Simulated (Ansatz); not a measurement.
in.yaml

```yaml
crystal:
  periodic: [false, false, false]
  atoms:
    - {symbol: Si, position_ang: [0.000000, 0.000000, 2.143847]}
    - {symbol: Al, position_ang: [0.000000, 0.000000, -1.989503]}
    - {symbol: H, position_ang: [0.000000, 2.411787, -3.239866]}
    - {symbol: H, position_ang: [0.000000, -2.411787, -3.239866]}
basis:
  gaussian: {orbitals: 6-31G}
magnetization: {spin_polarized: false, initial_magnetization: 3}
correlation: {method: fic_mrcisd_q, electrons: outside_noble_gas, active_space: {window: {electrons: 9, orbitals: 10}, shells: [{species: Al, l: s, shell: 3}, {species: Al, l: p, shell: 3}, {species: H, l: s, shell: 1}, {species: Si, l: s, shell: 3}, {species: Si, l: p, shell: 3}]}}
```

```sh
$ ansatz run in.yaml --threads 1 --pin off --events-out ev --progress --plain --max-ram 2393MiB
```

Log:

```
592 factors; integrals over basis functions are off by at most 1.5e-7 eV
mean field evaluation 1: about -14466.0577 eV, gradient 7.3e0 eV
mean field evaluation 2: about -14466.0586 eV, gradient 7.3e0 eV
mean field evaluation 4: about -14467.0474 eV, gradient 6.5e-1 eV
mean field evaluation 8: about -14467.0540 eV, gradient 7.9e-4 eV
mean field evaluation 16: about -14467.0540 eV, gradient 4.6e-5 eV
mean field evaluation 32: about -14467.8076 eV, gradient 1.7e-2 eV
mean field evaluation 64: about -14465.0960 eV, gradient 5.3e0 eV
mean field evaluation 96: about -14467.7726 eV, gradient 1.0e-1 eV
mean field evaluation 128: about -14467.8052 eV, gradient 1.8e-1 eV
mean field evaluation 160: about -14467.7878 eV, gradient 6.6e-1 eV
mean field evaluation 192: about -14467.7329 eV, gradient 8.6e-1 eV
mean field evaluation 224: about -14467.0248 eV, gradient 7.9e-1 eV
mean field evaluation 256: about -14467.0540 eV, gradient 4.3e-5 eV
mean field -14467.80767250 eV, -531.6821253319 hartree, gradient 2.9e-6 eV, S^2 3.750000; 23 other end points of the search recorded, 0 dependent functions left out
reference -14467.80767250 eV, -531.6821253319 hartree; 16, 13 occupied and 14, 17 virtual orbitals, 592 factors
state -14470.00025183 eV, -531.7627011361 hartree
contracted CI cycle   1: correlation 0.00000000 eV, 0.0000000000 hartree, residual 4.11e0 eV
contracted CI cycle   2: correlation -0.55025887 eV, -0.0202216407 hartree, residual 1.15e0 eV
contracted CI cycle   3: correlation -0.58390178 eV, -0.0214579947 hartree, residual 3.07e-1 eV
contracted CI cycle   4: correlation -0.58584193 eV, -0.0215292939 hartree, residual 7.22e-2 eV
contracted CI cycle   5: correlation -0.58596398 eV, -0.0215337790 hartree, residual 1.60e-2 eV
contracted CI cycle   6: correlation -0.58597116 eV, -0.0215340429 hartree, residual 3.64e-3 eV
contracted CI cycle   7: correlation -0.58597153 eV, -0.0215340566 hartree, residual 1.01e-3 eV
state -14470.00025183 eV, -531.7627011361 hartree; corrected -14470.60004644 eV, -531.7847431818 hartree
Total energy: -14470.60004644 eV, -531.7847431818 hartree
Checks for a lower state left out: starts, orbital_swaps
```

Natural occupations: 1.9611 1.9141 1.7264 1.0178 0.9998 0.9995 0.1743 0.1278 0.0413 0.0377.

For the same geometry and basis full CI lies 12.1 meV lower.

Ran on 1 thread of Arm Neoverse N1, shared host: 26 s wall, 0.51 GiB peak host memory.
